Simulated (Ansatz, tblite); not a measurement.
# The cluster Pb₃+: a ladder of methods and basis sets

An exercise on one series of results from a longer session: the logs are not shown, and one member is left open.

The runs use Ansatz 0.2.0, Gaussian basis; as each input shows.

The runs, in order: GFN1-xTB, GFN2-xTB, PBE-D4/def2-TZVP, r2SCAN-D4/def2-TZVP, HSE06-D4/def2-TZVP, LDA/def2-TZVP, r2SCANh-D4/def2-TZVP, CAM-B3LYP-D4/def2-TZVP, PBE-QIDH/def2-TZVP, PBE-D4/def2-SVP, PBE0-D4/def2-SVP, CCSD(T)/def2-SVP, MP2/def2-TZVP, RPA/def2-TZVP.

## The geometry

The doublet was relaxed beforehand with PBE0-D4/def2-SVP. At that level it is the lowest of the isomers that a small search found.

3 atoms, charge 1, spin multiplicity 2.

Bond lengths: Pb1–Pb2 2.968 Å, Pb2–Pb3 2.992 Å. Angles: Pb1–Pb2–Pb3 76.1°.

Pb takes a core potential in the def2 sets. No spin-orbit coupling is included. The ion is computed in the gas phase, without counter-ions or solvent.

PBE0-D4/def2-TZVP was run before; its log isn't repeated, and its numbers join the tables.

The first run:

Tight binding, by tblite at 300 K electronic temperature and without a spin-polarisation term:

```python
tblite.interface.Calculator('GFN1-xTB', numbers, positions, charge=1, uhf=1).singlepoint()
```

Tight binding, by tblite at 300 K electronic temperature and without a spin-polarisation term:

```python
tblite.interface.Calculator('GFN2-xTB', numbers, positions, charge=1, uhf=1).singlepoint()
```

start.molden holds the orbitals of an earlier run on this state, given as this run's starting guess.

Input file in.yaml:

```yaml
crystal:
  periodic: [false, false, false]
  atoms:
    - {symbol: Pb, position_ang: [-1.669793, 1.081859, -0.021367]}
    - {symbol: Pb, position_ang: [-0.261374, -1.518288, -0.273874]}
    - {symbol: Pb, position_ang: [1.931167, 0.436420, 0.295240]}
basis:
  gaussian: {orbitals: def2-TZVP, initial_orbitals: start.molden}
total_charge: 1
magnetization: {spin_polarized: true, initial_magnetization: 1}
hamiltonian: {xc: pbe, dispersion: d4}
scf: {omitted_lower_state_checks: [starts]}
output: {orbitals: {seedname: orbitals}}
```

Run with:

```console
ansatz run in.yaml --threads 4 --pin off --events-out ev --progress --plain --max-ram 3916MiB
```

Among the steps run: PBE-D4/def2-TZVP; r2SCAN-D4/def2-TZVP; HSE06-D4/def2-TZVP; LDA/def2-TZVP; r2SCANh-D4/def2-TZVP; CAM-B3LYP-D4/def2-TZVP; PBE-QIDH/def2-TZVP; PBE-D4/def2-SVP; PBE0-D4/def2-SVP; CCSD(T)/def2-SVP; MP2/def2-TZVP; RPA/def2-TZVP.

One table of the session follows, with a row left open; its other results are not shown here.

| level | HOMO (eV) | LUMO (eV) | gap (eV) |
| --- | --- | --- | --- |
| LDA/def2-TZVP | -9.13 | -9.05 | 0.08 |
| PBE-D4/def2-SVP | -8.94 | -8.77 | 0.17 |
| PBE-D4/def2-TZVP | ? | ? | ? |
| r2SCAN-D4/def2-TZVP | -9.23 | -8.53 | 0.70 |
| r2SCANh-D4/def2-TZVP | -9.50 | -8.26 | 1.24 |
| PBE0-D4/def2-SVP | -9.69 | -8.04 | 1.65 |
| PBE0-D4/def2-TZVP | -9.65 | -7.96 | 1.68 |
| HSE06-D4/def2-TZVP | -9.29 | -8.33 | 0.95 |
| CAM-B3LYP-D4/def2-TZVP | -10.60 | -7.07 | 3.53 |

Estimate the missing values for PBE-D4/def2-TZVP.

The run gave: HOMO (eV): -8.90; LUMO (eV): -8.71; gap (eV): 0.19. In the column «HOMO (eV)» it is the highest.

Caveats from the session: Doubts: large T1 diagnostic, spin contamination. Notes on CCSD(T)/def2-SVP: large T1 diagnostic, spin contamination.
